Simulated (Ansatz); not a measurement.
# Titanium, hcp: revPBE0 after revPBE

How do the levels change when part of the exchange is made exact, and what does it cost? Spin polarisation is left out. The geometry was relaxed under revPBE beforehand and is kept. Exact exchange is dear, so the k-mesh is coarse, and revPBE is run on the same mesh for comparison.

Method: DFT, plane waves (420 eV) with PBE-made PAW files, scalar-relativistic; functionals as named at each step, in Ansatz 0.2.0.

## (1) The starting structure

Symmetry: P6_3/mmc, No. 194, hexagonal system. Conventional cell: a = 2.960 Å, b = 2.960 Å, c = 4.688 Å, α = 90.00°, β = 90.00°, γ = 120.00°. Ti (site symmetry -6m2) has 12 Ti at 2.90 to 2.96 Å as nearest neighbours.

Structure file:

```cif
data_structure
_symmetry_space_group_name_H-M 'P6_3/mmc'
_symmetry_Int_Tables_number 194
_cell_length_a 2.9599
_cell_length_b 2.9599
_cell_length_c 4.6883
_cell_angle_alpha 90.000
_cell_angle_beta 90.000
_cell_angle_gamma 120.000
_cell_volume 35.57
loop_
_atom_site_label
_atom_site_type_symbol
_atom_site_symmetry_multiplicity
_atom_site_Wyckoff_symbol
_atom_site_fract_x
_atom_site_fract_y
_atom_site_fract_z
_atom_site_occupancy
Ti1 Ti 2 c 0.33333 0.66667 0.25000 1
```

## (2) revPBE, coarse mesh

The run with revPBE.

File input.yaml:

```yaml
crystal:
  lattice:
    - [2.959931152, 0.0, 0.0]
    - [-1.479965576, 2.5633755711, 0.0]
    - [0.0, 0.0, 4.6883257215]
  atoms:
    - { symbol: Ti, position: [0.3333333333, 0.6666666667, 0.25] }
    - { symbol: Ti, position: [0.6666666667, 0.3333333333, 0.75] }
hamiltonian:
  xc: revpbe
  pseudopotentials:
    kind: paw
    azcp:
      Ti: "pseudopotentials/Ti.paw.azcp"
basis:
  ecutwfc: 420
  fft_grid_basis: typed
kpoints:
  mp_grid: { grid: [6, 6, 4], shift: [0, 0, 0] }
magnetization:
  spin_polarized: false
scf:
  occupations: { method: fermi_dirac, width: 0.1 }
```

The program printed (excerpt; [...] marks lines left out):

```text
Warning: RAYON_NUM_THREADS=4 ignored (pool sized by the plan → 4); use --threads N
[...]
Pseudopotentials: kind: paw
Pseudopotential: Ti, paw, valence charge 12, recommended cutoff 420 eV (normal), <dir>
Functional definition: revPBE
[...]
Crystal: 2 atoms, lattice volume = 35.572 Å³
Basis set: ecut = 420 eV, 687 PW (Γ)
Bands: 16, of which v1, the nominal top of the filled ones, is band 12 counted from 1 (11 counted from 0)
Symmetry: 24 space group operations
Space group: P63/mmc (ITA 194), of the structure as read, at distance tolerance 3.3e-5 Å
k-points: 21 of 144
[...]
SCF iter   1: F=—  HF=-5005.607676 eV  |F-HF|=—  |Δ(HF+E_count)|=         —  Δρ=4.07e-3  dr2=2.54e-3  ethr=1.77e-3  ⟨swp⟩=4.4  Hψ=3102  notcnv=0
[...]
SCF iter   6: F=-5005.608392 eV  HF=-5005.608392 eV  |F-HF|=9.91e-11  |Δ(HF+E_count)|=   5.82e-9  Δρ=6.93e-7  dr2=5.36e-11  ethr=3.77e-11  ⟨swp⟩=1.0  Hψ=1236  notcnv=0
[...]
SCF converged after 6 iterations
Free energy (F): -5005.608392 eV
[...]
E sigma→0 (E₀):  -5005.565457 eV
Entropy (-TS):   -0.085870 eV (-42.935 meV/atom)
Fermi energy:    13.104831 eV
[...]
```

It took 0.44 s on 4 threads of an x86-64 CPU, shared host; peak memory 0.53 GiB.

## (3) revPBE0, coarse mesh

The run with revPBE0.

Changes to input.yaml since step 2:

```diff
@@ -9,3 +9,3 @@
 hamiltonian:
-  xc: revpbe
+  xc: revpbe0
   pseudopotentials:
```

The program printed (excerpt; [...] marks lines left out):

```text
Warning: RAYON_NUM_THREADS=4 ignored (pool sized by the plan → 4); use --threads N
[...]
[... 2 set-up lines as earlier in the session ...]
Functional definition: revPBE0
[...]
Crystal: 2 atoms, lattice volume = 35.572 Å³
Basis set: ecut = 420 eV, 687 PW (Γ)
Bands: 16, of which v1, the nominal top of the filled ones, is band 12 counted from 1 (11 counted from 0)
[... 2 set-up lines as earlier in the session ...]
k-points: 21 of 144
[...]
SCF iter   1: F=—  HF=-5005.609534 eV  |F-HF|=—  |Δ(HF+E_count)|=         —  Δρ=4.16e-3  dr2=2.95e-3  ethr=1.77e-3  ⟨swp⟩=4.9  Hψ=1318  notcnv=0
[...]
Frozen-core exchange: fock
[...]
hybrid outer 1: dexx = +5.126e-2 eV, tail = 3.86e-2 eV
Frozen-core exchange: fock
[...]
SCF 3 stopped early in 5 iterations: F = -5003.053611 eV  dr2 = 6.11e-4
[...]
hybrid SCF converged: 4 outer / 19 inner (+7 warm-up), last move |dexx| = 2.67e-7 eV, tail = 7.13e-8 eV
Stability not checked: this state was not tested for a lower state beside it, because the functional holds exact exchange (a hybrid, or Hartree-Fock), whose exchange loop this test does not read (fock_operator; see scf.lower_state_search)
Free energy (F): -5003.055535 eV
Frozen-core exchange: fock
[...]
E sigma→0 (E₀):  -5003.043100 eV
Entropy (-TS):   -0.024870 eV (-12.435 meV/atom)
Fermi energy:    13.371657 eV
[...]
--- Band table (eV; the first three rows and the last of 21) ---
  k-point 0: bands = ["-49.2527", "-49.1187", "-24.1608", "-23.5075", "-23.5075", "-23.4453", "-23.4116", "-23.4116", "5.2769", "9.4480", "12.9736", "14.6531", "14.6531", "14.8475", "15.3532"]
[...]
  guard bands above this table: 1 of the run's 16 bands, where the rule asks 2: the bands that hold charge and the lowest empty level above them stay in the table. The solve was not asked for them (output.publish_guard_bands: true or output.eigenvalues: true publishes all)
```

Run time: 6.5 s. Hardware: 4 threads of an x86-64 CPU, shared host; peak memory 1.1 GiB.

## (4) The functionals compared

```
functional               gap on the mesh  Fermi energy (eV)  SCF cycles  exchange loops  CPU time
    revPBE  none (levels filled in part)             13.105           6               -       1 s
   revPBE0  none (levels filled in part)             13.372          26               4      20 s
```

## (5) What came out

| quantity | value |
| --- | --- |
| revPBE: gap | none (levels filled in part) |
| revPBE0: gap | none (levels filled in part) |
| revPBE0: SCF cycles, exchange loops | 26, 4 |
| revPBE0: CPU time over that of revPBE | 20 |

**Reading.** Neither revPBE nor revPBE0 shows a clean gap on this mesh. revPBE0 cost 20 times the CPU time of revPBE. The exchange operator of revPBE0 was renewed in 4 outer loops. The total energies in the logs cannot be compared from one functional to another.
